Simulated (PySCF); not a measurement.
**Atomic charges by several schemes**

Species: C4H4F2.
Structure used (GFN2-xTB), in Å, numbered top down from 1:
```
atom  x, y, z in Å
C1     1.9930   -0.2535    0.6658
C2     0.8482   -0.3513    0.0777
C3    -0.3047   -0.4420   -0.5128
C4    -1.4400    0.4915   -0.2248
F5    -2.5307   -0.1927    0.2123
F6    -1.8401    1.1308   -1.3560
H7     2.2045   -0.7770    1.5838
H8     2.7889    0.3458    0.2548
H9    -0.5125   -1.2036   -1.2508
H10   -1.1976    1.2567    0.5276
```

Density: PBE0/pcSseg-1 (PySCF); schemes: Mulliken, IAO, Hirshfeld and ESP-fitted. Geometry: GFN2-xTB, one conformer, isolated molecule.

Problem. For which atoms does the sign change between the 4 schemes (beyond +0.03 e in one, beyond −0.03 e in another)?

Solution. C2. Atomic charges aren't observables, and each scheme defines them in its own way.

Problem. At which atom do the 4 schemes differ most?

Solution. At C4: from +0.147 (Hirshfeld) to +0.586 e (ESP-fitted), 0.439 e apart.

Problem. Do the Mulliken, IAO, Hirshfeld and ESP-fitted schemes agree on where the charge is highest?

Solution. All schemes agree: Mulliken C4 (+0.543); IAO C4 (+0.450); Hirshfeld C4 (+0.147); ESP-fitted C4 (+0.586).

Problem. Tabulate the Mulliken, IAO, Hirshfeld and ESP-fitted charges.

Solution. In e:

```
atom                               environment  Mulliken     IAO  Hirshfeld  ESP-fitted
  C1    outer carbon of cumulated double bonds    -0.132  -0.351     -0.100      -0.511
  C2  central carbon of cumulated double bonds    -0.111  +0.054     +0.019      +0.157
  C3    outer carbon of cumulated double bonds    -0.269  -0.239     -0.084      -0.448
  C4                               CHF2 carbon    +0.543  +0.450     +0.147      +0.586
  F5                   fluorine of a CF2 group    -0.304  -0.304     -0.114      -0.260
  F6                   fluorine of a CF2 group    -0.304  -0.304     -0.114      -0.259
  H7                            hydrogen on C1    +0.161  +0.182     +0.067      +0.231
  H8                            hydrogen on C1    +0.161  +0.182     +0.067      +0.230
  H9                            hydrogen on C3    +0.158  +0.184     +0.064      +0.239
 H10                          methine hydrogen    +0.097  +0.147     +0.048      +0.035
```

Mean size of the charges over all atoms: ESP-fitted 0.296 e, IAO 0.240 e, Mulliken 0.224 e, Hirshfeld 0.082 e. Each set sums to the total charge, 0, to within 0.001 e. The Mulliken scheme gives each basis function's population to the atom it is centred on and halves the overlap population of two atoms between them.

Problem. Sum the charges by element.

Solution. 
```tsv
element	atoms	Mulliken	IAO	Hirshfeld	ESP-fitted
C	4	+0.030	-0.087	-0.018	-0.216
F	2	-0.608	-0.608	-0.228	-0.519
H	4	+0.577	+0.695	+0.246	+0.735
```

Problem. How many electrons does the ESP-fitted scheme count on C3?

Solution. Z − q = 6 − (-0.448) = 6.448.

The run behind these numbers computed NMR shieldings as well. On Arm Neoverse V1, one thread, no GPU, shared host with 64 logical CPUs at a one-minute load of 36, this took 11 s wall (grids of density and orbitals included) and 0.58 GiB of memory at its peak.
